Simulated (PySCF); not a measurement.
Converging P₂ in the basis (r²SCAN)

PySCF, UKS reference; singlet, unpaired electrons none; De to P + P without counterpoise correction.

| basis | relativity | functions | Re (Å) | ωe (cm⁻¹) | De (eV) |
| --- | --- | --- | --- | --- | --- |
| def2-SVP | no relativity | 36 | 1.901 | 813 | 4.70 |
| def2-SVPD | no relativity | 48 | 1.902 | 811 | 4.75 |
| aug-pcseg-1 | no relativity | 54 | 1.902 | 805 | 4.72 |
| aug-cc-pV(D+d)Z | no relativity | 64 | 1.900 | 810 | 4.76 |
| def2-TZVPP | no relativity | 84 | 1.891 | 813 | 4.88 |
| def2-TZVPPD | no relativity | 96 | 1.890 | 814 | 4.90 |

(1) How does each smaller set differ from the one with most functions, def2-TZVPPD?

Measured (Huber and Herzberg, Constants of Diatomic Molecules (1979)): Re = 1.8934 Å, ωe = 780.77 cm⁻¹. 

## Answers

(1) def2-SVP: +1.1 pm, -0.1 % in ωe, -0.20 eV in De; def2-SVPD: +1.2 pm, -0.4 % in ωe, -0.15 eV in De; aug-pcseg-1: +1.2 pm, -1.1 % in ωe, -0.18 eV in De; aug-cc-pV(D+d)Z: +1.0 pm, -0.5 % in ωe, -0.14 eV in De; def2-TZVPP: +0.1 pm, -0.1 % in ωe, -0.02 eV in De. All at r²SCAN; the set with most functions is neither the basis-set limit nor always the best.
